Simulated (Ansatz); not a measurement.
The input, for Ansatz 0.2.0:

```yaml
crystal:
  periodic: [false, false, false]
  atoms:
    - {symbol: Be, position_ang: [0.000000, 0.000000, 2.424143]}
    - {symbol: Mg, position_ang: [0.000000, 0.000000, -0.160571]}
    - {symbol: H, position_ang: [0.000000, 0.000000, -2.263571]}
basis:
  gaussian: {orbitals: "6-31++G**"}
magnetization: {spin_polarized: true, initial_magnetization: 1}
correlation: {method: ccsdt_q, electrons: outside_noble_gas, diis_vectors: 12}
```

```sh
$ ansatz run in.yaml --threads 1 --pin off --events-out ev --progress --plain --max-ram 2393MiB
```

Output:

```
723 factors; integrals over basis functions are off by at most 2.1e-7 eV
mean field evaluation 1: about -5841.0545 eV, gradient 6.2e0 eV
mean field evaluation 2: about -5841.0856 eV, gradient 6.3e0 eV
mean field evaluation 4: about -5842.3873 eV, gradient 2.0e0 eV
mean field evaluation 8: about -5842.6641 eV, gradient 2.2e-1 eV
mean field evaluation 16: about -5841.0545 eV, gradient 6.2e0 eV
mean field evaluation 32: about -5841.7225 eV, gradient 3.8e0 eV
mean field evaluation 64: about -5841.5480 eV, gradient 3.5e-3 eV
mean field evaluation 96: about -5838.9780 eV, gradient 1.1e0 eV
mean field evaluation 128: about -5841.5480 eV, gradient 8.6e-4 eV
mean field -5842.66927588 eV, -214.7141355853 hartree, gradient 3.4e-6 eV, S^2 0.783459; 7 other end points of the search recorded, 0 dependent functions left out
determinant -5842.66927588 eV, -214.7141355853 hartree, with singles and doubles -5844.72186941 eV, -214.7895670059 hartree
determinant -5841.54801136 eV, -214.6729298742 hartree, with singles and doubles -5843.54783628 eV, -214.7464220843 hartree
6 core orbitals not correlated: weight in the atoms' cores, before any rotation towards them, 1.000 or more for the frozen orbitals, at most 0.000 for the correlated occupied ones
reference -5842.66927588 eV, -214.7141355853 hartree; 3, 2 occupied and 39, 40 virtual orbitals, 723 factors
second order -1.36954565 eV of doubles, -0.00000000 eV of singles
cycle   1  -1.72441988 eV  change   -3.5e-1 eV  update   7.6e-2
cycle   2  -2.01380627 eV  change   -2.9e-1 eV  update   4.2e-2
cycle   3  -2.04946833 eV  change   -3.6e-2 eV  update   1.8e-2
cycle   4  -2.06813648 eV  change   -1.9e-2 eV  update   1.1e-2
cycle   5  -2.07556899 eV  change   -7.4e-3 eV  update   6.0e-3
cycle   6  -2.07598335 eV  change   -4.1e-4 eV  update   3.3e-3
cycle   7  -2.07662985 eV  change   -6.5e-4 eV  update   2.0e-3
cycle   8  -2.07837170 eV  change   -1.7e-3 eV  update   1.1e-3
cycle   9  -2.07873970 eV  change   -3.7e-4 eV  update   5.2e-4
cycle  10  -2.07829354 eV  change    4.5e-4 eV  update   2.3e-4
cycle  11  -2.07832752 eV  change   -3.4e-5 eV  update   1.1e-4
cycle  12  -2.07843371 eV  change   -1.1e-4 eV  update   5.5e-5
cycle  13  -2.07839916 eV  change    3.5e-5 eV  update   2.6e-5
cycle  14  -2.07839392 eV  change    5.2e-6 eV  update   1.2e-5
cycle  15  -2.07839222 eV  change    1.7e-6 eV  update   5.7e-6
cycle  16  -2.07839498 eV  change   -2.8e-6 eV  update   2.8e-6
cycle  17  -2.07839617 eV  change   -1.2e-6 eV  update   1.1e-6
cycle  18  -2.07839569 eV  change    4.8e-7 eV  update   5.6e-7
perturbative correction -0.00191648 eV, -0.0000704294 hartree
Total energy: -5844.74958806 eV, -214.7905856476 hartree
```

Ran on 1 thread of AMD EPYC 7B13, shared host: 8.5 s wall, 0.22 GiB peak host memory.
